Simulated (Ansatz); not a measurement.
# FH5Si: a nudged elastic band in two tries

Aim: a band of images between two relaxed ends for this system.

Method: RKS PBE-D4/6-31G*, in Ansatz 0.2.0.

## 1. The starting structure

Bond lengths: Si1–H2 1.505 Å, Si1–H3 1.500 Å, Si1–H4 1.494 Å, Si1–H5 1.494 Å, F6–H7 0.943 Å. Angles: H2–Si1–H3 107.3°, H2–Si1–H4 109.7°, H2–Si1–H5 109.7°, H3–Si1–H4 109.5°, H3–Si1–H5 109.5°, H4–Si1–H5 111.0°.

Coordinates:

```xyz
7

Si    0.3023    0.0000   -0.1260
H     0.3199    0.0000    1.3794
H     1.7298    0.0000   -0.5882
H    -0.3827    1.2315   -0.6227
H    -0.3827   -1.2315   -0.6227
F    -2.5064    0.0000    1.2735
H    -1.8458    0.0000    1.9469
```

## 2. First try

File input.yaml:

```yaml
crystal:
  periodic: [false, false, false]
  atoms:
    - { symbol: Si, position_ang: [0.302331, 3.0e-06, -0.125959] }
    - { symbol: H, position_ang: [0.319884, 8.0e-06, 1.37943] }
    - { symbol: H, position_ang: [1.729774, -2.0e-06, -0.588176] }
    - { symbol: H, position_ang: [-0.382715, 1.23153, -0.622685] }
    - { symbol: H, position_ang: [-0.382718, -1.231527, -0.622674] }
    - { symbol: F, position_ang: [-2.506435, 9.0e-06, 1.27352] }
    - { symbol: H, position_ang: [-1.845821, -2.0e-05, 1.946946] }
basis:
  gaussian: { orbitals: "6-31G*" }
hamiltonian:
  xc: pbe
  dispersion: d4
neb:
  order_check: false
  images: 7
  f_tol: 0.03
  max_iterations: 8
  final_atoms:
    - { symbol: Si, position_ang: [-0.18404915, 1.62e-06, -0.79377693] }
    - { symbol: H, position_ang: [-0.80173453, -4.16e-06, 3.61821375] }
    - { symbol: H, position_ang: [1.21555365, -1.01e-06, -0.25618689] }
    - { symbol: H, position_ang: [-0.40399578, 1.22517115, -1.62827398] }
    - { symbol: H, position_ang: [-0.40399897, -1.22516485, -1.62827763] }
    - { symbol: F, position_ang: [-1.23889284, 1.14e-06, 0.44747769] }
    - { symbol: H, position_ang: [-0.94858239, -2.87e-06, 2.88122599] }
  initial_path:
    images:
      - { positions_ang: [[0.302331, 3.0e-06, -0.125959], [0.319884, 8.0e-06, 1.37943], [1.729774, -2.0e-06, -0.588176], [-0.382715, 1.23153, -0.622685], [-0.382718, -1.231527, -0.622674], [-2.506435, 9.0e-06, 1.27352], [-1.845821, -2.0e-05, 1.946946]] }
      - { positions_ang: [[0.22914914, 2.27e-06, -0.09188848], [0.23063531, 5.86e-06, 1.48950254], [1.64695382, -1.61e-06, -0.55117728], [-0.45336586, 1.22149765, -0.5903796], [-0.4533684, -1.2214951, -0.59037157], [-2.32952154, 6.94e-06, 1.09509837], [-1.63618246, -1.501e-05, 1.87961801]] }
      - { positions_ang: [[0.15596727, 1.54e-06, -0.05781796], [0.14138662, 3.72e-06, 1.59957508], [1.56413364, -1.22e-06, -0.51417856], [-0.52401672, 1.2114653, -0.5580742], [-0.52401881, -1.2114632, -0.55806913], [-2.15260808, 4.88e-06, 0.91667675], [-1.42654392, -1.002e-05, 1.81229002]] }
      - { positions_ang: [[0.08278541, 8.1e-07, -0.02374744], [0.05213792, 1.58e-06, 1.70964761], [1.48131345, -8.3e-07, -0.47717983], [-0.59466758, 1.20143295, -0.52576879], [-0.59466921, -1.2014313, -0.5257667], [-1.97569462, 2.82e-06, 0.73825512], [-1.21690538, -5.02e-06, 1.74496204]] }
      - { positions_ang: [[0.00960355, 8.0e-08, 0.01032308], [-0.03711077, -5.6e-07, 1.81972015], [1.39849327, -4.4e-07, -0.44018111], [-0.66531844, 1.19140059, -0.49346339], [-0.66531961, -1.19139941, -0.49346426], [-1.79878116, 7.7e-07, 0.55983349], [-1.00726683, -3.0e-08, 1.67763405]] }
      - { positions_ang: [[-0.03880962, 4.6e-07, -0.19070192], [-0.22826671, -1.46e-06, 2.26934355], [1.35275837, -5.8e-07, -0.39418256], [-0.59998778, 1.19984323, -0.77716604], [-0.59998945, -1.19984077, -0.77716761], [-1.65880908, 8.6e-07, 0.53174454], [-0.99259572, -7.4e-07, 1.97853203]] }
      - { positions_ang: [[-0.0872228, 8.5e-07, -0.39172693], [-0.41942265, -2.36e-06, 2.71896695], [1.30702346, -7.2e-07, -0.348184], [-0.53465711, 1.20828587, -1.06086868], [-0.53465929, -1.20828213, -1.06087095], [-1.518837, 9.5e-07, 0.50365559], [-0.97792461, -1.45e-06, 2.27943002]] }
      - { positions_ang: [[-0.13563597, 1.23e-06, -0.59275193], [-0.61057859, -3.26e-06, 3.16859035], [1.26128856, -8.7e-07, -0.30218544], [-0.46932645, 1.21672851, -1.34457133], [-0.46932913, -1.21672349, -1.34457429], [-1.37886492, 1.04e-06, 0.47556664], [-0.9632535, -2.16e-06, 2.580328]] }
      - { positions_ang: [[-0.18404915, 1.62e-06, -0.79377693], [-0.80173453, -4.16e-06, 3.61821375], [1.21555365, -1.01e-06, -0.25618689], [-0.40399578, 1.22517115, -1.62827398], [-0.40399897, -1.22516485, -1.62827763], [-1.23889284, 1.14e-06, 0.44747769], [-0.94858239, -2.87e-06, 2.88122599]] }
  n_images: 5
```

Command:

```console
> ansatz run input.yaml --threads 1 --pin off --max-ram 2048MiB --backend cpu --events-out ev --progress --plain --runs-dir out
```

Before running it: what results should come out? Wanted: first try.

As calculated:

| quantity | value |
| --- | --- |
| first try | refused |
| cause | one key bears a name from other programs (dt, n_images) that this one doesn't know |

In words: The fault in the first input was caught at the input check and cost nothing.
